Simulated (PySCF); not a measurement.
## Towards the basis-set limit for SiN⁻

State: ¹Σ⁺, singlet, closed shell. De refers to Si⁻ + N. RHF-based CCSD(T) in PySCF 2.14 with Si aug-cc-pV(D+d)Z, N aug-cc-pVDZ and Si aug-cc-pV(T+d)Z, N aug-cc-pVTZ (frozen core orbitals: 6; no relativity). Correlation energies are extrapolated as n⁻³ (n = 2, 3), Hartree–Fock as (n+1)·exp(−9√n). CV is the change on freezing 1 orbitals instead, in Si cc-pwCVTZ, N cc-pwCVTZ. SR is the spin-free X2C energy in Si cc-pVTZ-DK, N cc-pVTZ-DK less the non-relativistic one in Si cc-pVTZ, N cc-pVTZ.

| Level | Re (Å) | ωe (cm⁻¹) | ωexe (cm⁻¹) | αe (cm⁻¹) | De (eV) |
| --- | --- | --- | --- | --- | --- |
| CCSD(T)/DZ | 1.6210 | 1075.3 | 5.92 | 0.00529 | 5.371 |
| CCSD(T)/TZ | 1.6055 | 1117.7 | 5.85 | 0.00515 | 5.891 |
| HF/CBS | 1.5508 | 1331.6 | 4.63 | 0.00412 | 1.813 |
| MP2/CBS | 1.6265 | 1011.5 | 8.42 | 0.00661 | 6.675 |
| CCSD/CBS | 1.5870 | 1185.4 | 5.29 | 0.00475 | 5.539 |
| CCSD(T)/CBS | 1.6023 | 1125.8 | 5.83 | 0.00513 | 6.058 |
| CCSD(T)/CBS+CV | 1.5977 | 1131.6 | 5.83 | 0.00515 | 6.095 |
| CCSD(T)/CBS+CV+SR | 1.5973 | 1130.6 | 5.83 | 0.00516 | 6.088 |

How much is left between CCSD(T)/TZ and the basis-set limit, and how much do the triples give at the limit?

CCSD(T)/CBS less CCSD(T)/TZ: -3.2 mÅ in Re, +8.1 cm⁻¹ in ωe and +0.167 eV in De. CCSD(T)/CBS less CCSD/CBS: +15.3 mÅ in Re, -59.6 cm⁻¹ in ωe and +0.519 eV in De.

What do the later terms add?

CV: -4.6 mÅ in Re, +5.8 cm⁻¹ in ωe and +0.037 eV in De; SR: -0.4 mÅ in Re, -1.0 cm⁻¹ in ωe and -0.007 eV in De, each against the row above.

The T1 diagnostic is 0.027, large enough to doubt a single reference. The open-shell atoms are computed with UHF. Spin–orbit coupling, excitations beyond (T) and corrections to the Born–Oppenheimer picture are left out.

The whole job (state search and all basis sets along the bond) took about 4 min on 4 threads of Intel Xeon Platinum 8259CL @ 2.50GHz (shared host), peak memory 2.3 GiB.
